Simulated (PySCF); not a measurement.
Input of a run (PBE0-D3(BJ)/def2-SVP geometry optimisation, gas phase (PySCF 2.14.0)), started from GFN2-xTB:
```
{"job": {"xc": "PBE0", "basis": "def2-SVP", "d3": "d3bj", "grid": 1, "shake": 0.01, "kind": "geom"}, "charge": 0, "multiplicity": 1}
C     -1.823890    -0.039330     0.053740
N     -0.418720    -0.092480     0.011790
C      0.441600     0.933330    -0.053810
C      1.754960     0.386000    -0.067620
C      1.493910    -1.004500    -0.023490
N      0.201170    -1.258020     0.030920
H     -2.165670     0.616380     0.875710
H     -2.220630     0.395680    -0.891730
H     -2.226760    -1.017670     0.209530
H      0.131770     1.953360    -0.056900
H      2.652250     0.892380    -0.097900
H      2.219700    -1.793400     0.000740
```

Output (energies in Eh, forces in Eh/bohr):
```
step   0  E = -265.01652542  max force = 0.079997
step   1  E = -265.02005534  max force = 0.018244
step   2  E = -265.02158609  max force = 0.013758
step   3  E = -265.02318927  max force = 0.006776
step   4  E = -265.02245028  max force = 0.011928
step   5  E = -265.02311897  max force = 0.007248
step   6  E = -265.02343737  max force = 0.002056
step   7  E = -265.02348219  max force = 0.002945
step   8  E = -265.02352631  max force = 0.000719
step   9  E = -265.02353552  max force = 0.000652
step  10  E = -265.02355052  max force = 0.000589
step  11  E = -265.02357046  max force = 0.000966
step  12  E = -265.02361470  max force = 0.001591
step  13  E = -265.02368603  max force = 0.002038
step  14  E = -265.02379003  max force = 0.001783
step  15  E = -265.02386091  max force = 0.001005
step  16  E = -265.02387433  max force = 0.000365
optimisation converged
```

**Question.** Summarise the run.

**Answer.** The energy falls by 0.200 eV over 17 energy and gradient evaluations, the largest force component goes from 0.0800 to 3.6e-04 Eh/bohr, and the atoms move by 0.375 Å rms after alignment. The bond that changes most is C4–H11 (aromatic CH carbon to aromatic hydrogen), which lengthens by 0.056 Å. Bonds longer at the end by more than 0.005 Å: 8 of 12; shorter: 3. Among the angles that change most is H7–C1–H8, from 106.8° to 109.1°. Among the dihedrals that turn most is H8–C1–N2–N6, from -116° to -66°. The energy rose by more than 1e-6 Eh at step 4. The first step brought 48 % of the lowering.

**Question.** What are the final bond lengths?

**Answer.** C1–N2 1.438 Å, N2–C3 1.355 Å, C3–C4 1.382 Å, C4–C5 1.411 Å, C5–N6 1.326 Å, N2–N6 1.330 Å, C1–H7 1.097 Å, C1–H8 1.100 Å, C1–H9 1.099 Å, C3–H10 1.088 Å, C4–H11 1.087 Å, C5–H12 1.090 Å. Numbering counts from 1 in the input's order; the species is `CN1C=CC=N1`.

The run used 114 basis functions and 117 SCF cycles in all. On one thread, Arm Neoverse V1 (aarch64), no GPU, shared host with 32 logical CPUs at a one-minute load of 13, this took 70 s and 0.48 GiB of memory at its peak.

No PBE0-D3(BJ)/def2-SVP frequencies stand behind this structure, so it isn't proved a minimum.
